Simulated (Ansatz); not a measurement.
# FeMo₃: from a trial structure to a relaxed crystal

All numbers below come from Ansatz 0.2.0, DFT r2SCAN, scalar-relativistic, plane waves, PAW. Cutoff 500 eV, Γ-centred k mesh, Gaussian smearing, collinear spin, first started from parallel moments.

FeMo₃ was placed on the Cu3Au (L1_2) structure type (Pm-3m, No. 221), with Fe in place of Au, Mo in place of Cu, at a guessed volume.

```
Fe Mo
1.0
     3.77551    0.00000    0.00000
     0.00000    3.77551    0.00000
     0.00000    0.00000    3.77551
Fe Mo
1 3
Direct
  0.00000 0.00000 0.00000
  0.00000 0.50000 0.50000
  0.50000 0.00000 0.50000
  0.50000 0.50000 0.00000
```

Cell and atoms relax at zero pressure; the relaxation can't lower the symmetry of the start. After a coarse first stage the cell is made exact in the group found at 0.06 Å.

Energies over the elements count from the elements' standard structures at the same level, with no empirical corrections.

(1) What does it relax into?

(2) What are its volume, energy, gap and moment?

Results:

(1) It keeps Pm-3m (No. 221). The result has the Cu3Au (L1_2) structure. Conventional cell: a = 3.897 Å. Around Fe lie 12 Mo at 2.76 Å; around Mo lie 4 Fe at 2.76 Å and 8 Mo at 2.76 Å.

```xyz
4
Lattice="3.8971 0.0000 0.0000 0.0000 3.8971 0.0000 0.0000 0.0000 3.8971" Properties=species:S:1:pos:R:3 pbc="T T T"
Fe    0.0000    0.0000    0.0000
Mo    0.0000    1.9485    1.9485
Mo    1.9485    0.0000    1.9485
Mo    1.9485    1.9485    0.0000
```

(2) The volume per atom is 14.80 Å³ and the density is 9.64 g/cm³. The energy over the elements is 0.35 eV/atom, the gap on the 12×12×12 mesh is 0 eV (a metal) and the net moment per atom is 0.60 μB. The largest site moment is 2.70 μB.

The final run used a 12×12×12 mesh on its 4-atom cell and 0.10 eV smearing. For metals, differences of a few meV/atom aren't resolved. The magnetic state reached may not be the lowest. Symmetry constrained the relaxation, so the result can be a saddle point.

Cost: 3 runs of about 4.6 core-minutes in all, on Intel Xeon Platinum 8375C (Ice Lake) (shared hosts).